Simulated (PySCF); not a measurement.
Gas-phase reaction: AlCl₃ + 3 H₂ + 2 Al ⇌ 3 AlH₂Cl

Method: PySCF energies plus ideal-gas RRHO corrections (1 bar). † marks an energy on the PBE0/def2-TZVP geometry and frequencies; other levels use their own. Open shells (unrestricted): Al (multiplicity 2); the rest are closed-shell singlets. Spin-orbit splitting is ignored; it lowers the true energy and changes the entropy of Al. B3LYP is the form with VWN-RPA correlation. AlH₂Cl: computed as isolated molecules; such fragments, hydroxides, amides, oligomers or adducts are transient or little studied in the gas.

BLYP/def2-TZVP† gives ΔH°(298 K) = -399 kJ.

Q: What do PBE0/def2-TZVP, B3LYP/def2-TZVP†, r2SCAN/def2-TZVP† give?

A: PBE0/def2-TZVP: -433 kJ; B3LYP/def2-TZVP†: -424 kJ; r2SCAN/def2-TZVP†: -444 kJ. For scale, ΔH°(298 K) is -399 kJ at this level, -450 kJ at ωB97M-V/def2-TZVP†, and runs from -1171 to -384 kJ over the 20 levels computed.
